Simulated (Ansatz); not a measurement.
`C[C@@H]1O[C@H]1F`. Charge 0, multiplicity 1.

```
atom    x (Å)    y (Å)    z (Å)
  C1  -0.5885   1.1401   0.1275
  C2   0.4171   0.0473   0.2803
  O3   1.1142  -0.3709  -0.9160
  C4   0.2655  -1.2689  -0.3114
  F5   0.8640  -2.3343   0.2686
  H6  -1.2297   0.9642  -0.7377
  H7  -1.2146   1.2041   1.0208
  H8  -0.0903   2.1030  -0.0059
  H9   1.0735   0.0994   1.1469
 H10  -0.6112  -1.5840  -0.8733
```

(1) Give the diagnostics of a CCSD(T)/def2-TZVPP run (frozen core, the Gaussian-basis code of Ansatz). (An estimate is asked.)

Answers

(1) Computed: T1 = 0.0117, largest single amplitude 0.012, largest double 0.017, (T) share of the correlation energy 3.7 %, 9 CCSD cycles. The RHF solution is stable towards an unrestricted one. T1 lies under the customary mark of 0.02 for closed shells.
